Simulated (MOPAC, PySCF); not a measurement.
BF3, SMILES `B(F)(F)F`, neutral singlet in the gas phase. 

Z-matrix (Å, degrees):
```
B
F 1 1.3232
F 1 1.3232 2 120.00
F 1 1.3232 2 120.00 3 -180.00
```
Charge 0, spin multiplicity 1.

All levels are single points at this geometry (PBE-D3(BJ)/def2-SVP); Pople sets use spherical d functions. Orbital energies aren't observables, and empty levels follow the basis.

PM7 in MOPAC gives gap (eV) = 14.05.

**Question.** Estimate the gap (eV) from each of these levels: PBE-D3(BJ)/def2-TZVP in PySCF; B3LYP/6-31G* in PySCF; HF/3-21G in PySCF; HF/6-31G* in PySCF; PM6 in MOPAC.

**Answer.** 
| level | gap (eV) |
|---|---|
| PBE-D3(BJ)/def2-TZVP in PySCF | 9.52 |
| B3LYP/6-31G* in PySCF | 12.17 |
| HF/3-21G in PySCF | 22.54 |
| HF/6-31G* in PySCF | 23.06 |
| PM6 in MOPAC | 15.89 |
